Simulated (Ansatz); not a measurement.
A nudged elastic band was laid between two geometries of BH3O + FH (7 atoms, charge 0, multiplicity 1).

Method: RKS CAM-B3LYP/cc-pVDZ in Ansatz.

```yaml
movable_images: 5
climbing_image: yes
spring: 2.0 to 10.0 eV/Å², energy-weighted
optimiser: quadratic models (default)
start_path: through a guess of the saddle point
force_threshold: 0.05 eV/Å
iteration_limit: 60
end_points: relaxed
```

Initial state:

```xyz
7
Properties=species:S:1:pos:R:3
B -0.184 -0.391 -0.023
O -0.467 0.158 1.188
H -1.078 -0.353 1.733
H 0.573 0.224 -0.721
H -0.688 -1.440 -0.334
F 0.777 2.456 1.353
H 0.280 1.668 1.451
```

Final state:

```xyz
7
Properties=species:S:1:pos:R:3
B -0.043 0.309 -0.079
O -0.075 -0.037 1.621
H -0.978 0.150 1.929
H 1.131 0.110 -0.316
H -0.882 -0.476 -0.470
F -0.429 1.639 -0.089
H 0.489 0.626 2.052
```

Problem. Which bonds break or form, and what moves?

Solution. Bonds broken: F6–H7. Bonds formed: B1–F6, O2–H7. BH3O + FH becomes BFH4O.

Problem. What energy profile does the band end with?

Solution. It converged. The highest image is number 4 of 0 to 6, 0.48 eV above the first end and 0.80 eV above the last; the last end lies 0.32 eV below the first. Another band between the same ends (5 images) ends at a top of the same energy, where a vibrational analysis finds 1 clearly imaginary mode. The orbitals stay closed-shell, which can raise the energy where a bond breaks towards radicals; this wasn't checked here.

```csv
image,path coordinate (Å),energy (eV),F6–H7 (Å),B1–F6 (Å),O2–H7 (Å)
0,0.00,0.00,0.94,3.30,1.70
1,1.11,0.05,0.94,3.01,1.76
2,2.04,0.08,0.94,2.43,1.87
3,2.51,0.28,0.97,1.94,1.58
4,2.82,0.48,1.11,1.68,1.29
5,3.16,0.05,1.47,1.50,1.04
6,4.33,-0.32,2.54,1.38,0.97
```

Problem. What is the geometry of the highest image?

Solution. 
```xyz
7
Properties=species:S:1:pos:R:3
B 0.029 0.078 0.123
O -0.004 -0.019 1.625
H -0.867 -0.314 1.945
H 1.116 -0.152 -0.332
H -0.991 -0.249 -0.426
F -0.032 1.738 0.360
H -0.037 1.240 1.353
```

Time of the run: 80 s on 1 thread of Arm Neoverse V2 (shared host), peak memory 0.12 GiB.
